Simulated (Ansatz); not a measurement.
# BSi (quartet): wave-function methods side by side, cc-pVDZ

Aim: climb from Hartree-Fock through coupled cluster and multireference methods for BSi (quartet) at one geometry and basis, and see what each rung misses.

The runs use Ansatz 0.2.0, Gaussian basis; cc-pVDZ, core rule «outside noble gas», up to 6 orbitals frozen.

Plan: UHF; CCSD(T) on ROHF; CCSD(T) on UHF; BCCD(T) on ROHF; CISD; CCSDT(Q) on ROHF; CCSDT(Q) on UHF; CASSCF and MRCISD+Q, 7 electrons in 8 orbitals; CASSCF and MRCISD+Q(relaxed), 7 electrons in 8 orbitals; CASSCF and NEVPT2, 7 electrons in 8 orbitals; Full CI.

16 further runs of the same task are left out: 5 that didn't finish, 11 set aside as unsound or not needed.

### Step 1. The system

The geometry is a PBE0/def2-TZVP stationary point (not a proven minimum) of the parent state, kept for this charge and spin.

2 atoms, charge 0, spin multiplicity 4.

Atoms are counted from 1 here; the program's logs count them from 0.

Bond lengths: Si1–B2 1.919 Å.

### Step 2. UHF

in.yaml

```yaml
crystal:
  periodic: [false, false, false]
  atoms:
    - {symbol: Si, position_ang: [0.000000, 0.000000, 0.000000]}
    - {symbol: B, position_ang: [0.000000, 0.000000, 1.919159]}
basis:
  gaussian: {orbitals: cc-pVDZ}
magnetization: {spin_polarized: true, initial_magnetization: 3}
hamiltonian: {xc: hf}
output: {orbitals: {seedname: orbitals}}
```

On the command line:

```
ansatz run in.yaml --threads 1 --pin off --events-out ev --progress --plain --max-ram 2393MiB
```

Further steps of the session: CCSD(T) on ROHF; CCSD(T) on UHF; BCCD(T) on ROHF; CISD; CCSDT(Q) on ROHF; CCSDT(Q) on UHF; CASSCF and MRCISD+Q, 7 electrons in 8 orbitals; CASSCF and MRCISD+Q(relaxed), 7 electrons in 8 orbitals; CASSCF and NEVPT2, 7 electrons in 8 orbitals; Full CI.

Before running them: what should the planned runs give, taken together? Wanted: FCI below the RHF energy; RMP2 from FCI; UMP2 from FCI; RCCSD from FCI; RCCSD(T) from FCI; UCCSD(T) from FCI; RCCSDT(Q) from FCI; UCCSDT(Q) from FCI; NEVPT2 valence from FCI.

The runs gave:

| quantity | value |
| --- | --- |
| FCI below the RHF energy | -4.1123 eV |
| RMP2 from FCI | +25.20 kcal/mol |
| UMP2 from FCI | +25.53 kcal/mol |
| RCCSD from FCI | +6.23 kcal/mol |
| RCCSD(T) from FCI | +1.66 kcal/mol |
| UCCSD(T) from FCI | +1.64 kcal/mol |
| RCCSDT(Q) from FCI | +0.07 kcal/mol |
| UCCSDT(Q) from FCI | +0.03 kcal/mol |
| NEVPT2 valence from FCI | +13.48 kcal/mol |
| MRCISD+Q valence from FCI | -0.08 kcal/mol |
| MRCISD+Q(relaxed) valence from FCI | -0.76 kcal/mol |
| levels within 1 kcal/mol (43 meV) | RCCSDT, UCCSDT, RCCSDT(Q), UCCSDT(Q), MRCISD+Q valence, MRCISD+Q(relaxed) valence |
| T1 diagnostic | 0.044 |
| effectively unpaired electrons | 3.10 |

**Reading.** RCCSD(T) lands +1.66 kcal/mol from the yardstick (1.7 % of the correlation energy). MRCISD+Q valence, MRCISD+Q(relaxed) valence fall below full CI: the +Q correction isn't variational, and the cores differ from full CI's. The occupations are near whole numbers, but T1 = 0.044 shows that the orbitals relax strongly. Of the multireference levels listed MRCISD+Q valence comes nearest in total energy (-0.08 kcal/mol), which doesn't show that its space is the better one. These misses are within one basis, not against nature; the frozen cores of restricted and unrestricted runs differ, which can shift their rows.
